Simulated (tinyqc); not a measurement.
Hueckel theory of the pi electrons with the omega technique, for the molecule C=CC=C[CH2+] (SMILES; centres numbered as the heavy atoms are written), step by step. Computed by tinyqc, a small Python program that keeps every step. Settings: charge = 1, omega = 1.0, damping = 0.5. Command: `OMP_NUM_THREADS=1 python tinyqc.py 25447 25448 out.jsonl` (the two numbers bound the seeds that draw the settings). One thread of a shared host (Intel(R) Xeon(R) Processor @ 2.60GHz), about 0.01 s of CPU time with the checks.

## The Hueckel matrix

Centres:
```
centre,"z_r, pi electrons of the neutral centre",h
1C,1,0.000000
2C,1,0.000000
3C,1,0.000000
4C,1,0.000000
5C,1,0.000000
```

Bonds:
```
i,j,k
1,2,1
2,3,1
3,4,1
4,5,1
```

H_rr = alpha + h_r beta, H_rs = k_rs beta for bonded centres.

Hueckel matrix in units of beta (H = alpha + beta A):
```
,1C,2C,3C,4C,5C
1C,0.000000,1.000000,0.000000,0.000000,0.000000
2C,1.000000,0.000000,1.000000,0.000000,0.000000
3C,0.000000,1.000000,0.000000,1.000000,0.000000
4C,0.000000,0.000000,1.000000,0.000000,1.000000
5C,0.000000,0.000000,0.000000,1.000000,0.000000
```

## Orbitals, round 1

pi electrons, sum of z_r less the charge = 4

Diagonalise; E = alpha + x beta with beta < 0, so the largest x are filled first; degenerate levels share their electrons. P = sum n_i c_ri c_si; each orbital has its largest coefficient positive (the first on a tie).

x values: 1.732051  1.000000  0.000000  -1.000000  -1.732051

occupations: 2.000000  2.000000  0.000000  0.000000  0.000000

coefficients:
```
,MO1,MO2,MO3,MO4,MO5
1C,0.288675,0.500000,0.577350,0.500000,0.288675
2C,0.500000,0.500000,0.000000,-0.500000,-0.500000
3C,0.577350,0.000000,-0.577350,0.000000,0.577350
4C,0.500000,-0.500000,0.000000,0.500000,-0.500000
5C,0.288675,-0.500000,0.577350,-0.500000,0.288675
```

charge and bond-order matrix P:
```
,1C,2C,3C,4C,5C
1C,0.666667,0.788675,0.333333,-0.211325,-0.333333
2C,0.788675,1.000000,0.577350,0.000000,-0.211325
3C,0.333333,0.577350,0.666667,0.577350,0.333333
4C,-0.211325,0.000000,0.577350,1.000000,0.788675
5C,-0.333333,-0.211325,0.333333,0.788675,0.666667
```

## Omega technique, round 1

h_r = h_r(0) + omega q_r, omega = 1, with q_r = z_r - P_rr; 0.5 of the old diagonal is kept.

matrix after round 1:
```
,1C,2C,3C,4C,5C
1C,0.166667,1.000000,0.000000,0.000000,0.000000
2C,1.000000,0.000000,1.000000,0.000000,0.000000
3C,0.000000,1.000000,0.166667,1.000000,0.000000
4C,0.000000,0.000000,1.000000,0.000000,1.000000
5C,0.000000,0.000000,0.000000,1.000000,0.166667
```

## Orbitals, round 2

As before.

x values: 1.817388  1.086800  0.166667  -0.920133  -1.650721

occupations: 2.000000  2.000000  0.000000  0.000000  0.000000

coefficients:
```
,MO1,MO2,MO3,MO4,MO5
1C,0.295530,0.520347,0.577350,-0.478789,0.281653
2C,0.487838,0.478789,0.000000,0.520347,-0.511873
3C,0.591060,0.000000,-0.577350,0.000000,0.563307
4C,0.487838,-0.478789,0.000000,-0.520347,-0.511873
5C,0.295530,-0.520347,0.577350,0.478789,0.281653
```

charge and bond-order matrix P:
```
,1C,2C,3C,4C,5C
1C,0.716199,0.786614,0.349352,-0.209931,-0.366847
2C,0.786614,0.934449,0.576683,0.017494,-0.209931
3C,0.349352,0.576683,0.698705,0.576683,0.349352
4C,-0.209931,0.017494,0.576683,0.934449,0.786614
5C,-0.366847,-0.209931,0.349352,0.786614,0.716199
```

## Omega technique, round 2

As before.

matrix after round 2:
```
,1C,2C,3C,4C,5C
1C,0.225234,1.000000,0.000000,0.000000,0.000000
2C,1.000000,0.032776,1.000000,0.000000,0.000000
3C,0.000000,1.000000,0.233981,1.000000,0.000000
4C,0.000000,0.000000,1.000000,0.032776,1.000000
5C,0.000000,0.000000,0.000000,1.000000,0.225234
```

## Convergence

Each round sets h_r = h_r(0) + omega (z_r - P_rr), keeping the share named as damping of the old diagonal; repeat until output and input diagonals agree to 1e-6.

Rounds:
```
round,sum n x,largest |h(out) - h(in)|
1,5.464102,3.33e-01
2,5.808374,1.35e-01
3,6.000872,5.87e-02
4,6.099550,2.72e-02
5,6.149295,1.30e-02
6,6.174243,6.38e-03
7,6.186731,3.16e-03
8,6.192979,1.57e-03
9,6.196103,7.83e-04
10,6.197666,3.91e-04
11,6.198447,1.95e-04
12,6.198838,9.77e-05
13,6.199033,4.88e-05
14,6.199131,2.44e-05
15,6.199179,1.22e-05
16,6.199204,6.10e-06
17,6.199216,3.05e-06
18,6.199222,1.53e-06
19,6.199225,7.63e-07
```

Converged in 19 rounds.

## Energy, charges, bond orders

final x values: 1.917200  1.182413  0.280758  -0.827305  -1.553070

occupations: 2.000000  2.000000  0.000000  0.000000  0.000000

final P:
```
,1C,2C,3C,4C,5C
1C,0.723749,0.784156,0.352181,-0.211009,-0.374471
2C,0.784156,0.921142,0.577912,0.019362,-0.211009
3C,0.352181,0.577912,0.710218,0.577912,0.352181
4C,-0.211009,0.019362,0.577912,0.921142,0.784156
5C,-0.374471,-0.211009,0.352181,0.784156,0.723749
```

E = sum n x; q_r = z_r - P_rr; bond order p = P_rs; free valence = sqrt(3) - sum of p over the bonds of the atom.

pi energy = 4 alpha + this times beta = 6.199225

pi charges: 1C 0.276251, 2C 0.078858, 3C 0.289782, 4C 0.078858, 5C 0.276251

Bond orders and lengths from R = 1.517 - 0.180 p (angstrom, C-C alone):
```
bond,p,R
1-2,0.784156,1.375852
2-3,0.577912,1.412976
3-4,0.577912,1.412976
4-5,0.784156,1.375852
```

free valence of the carbons: 1C 0.947895, 2C 0.369984, 3C 0.576228, 4C 0.369984, 5C 0.947895

gap between the highest filled and the next level = 0.901655 |beta|
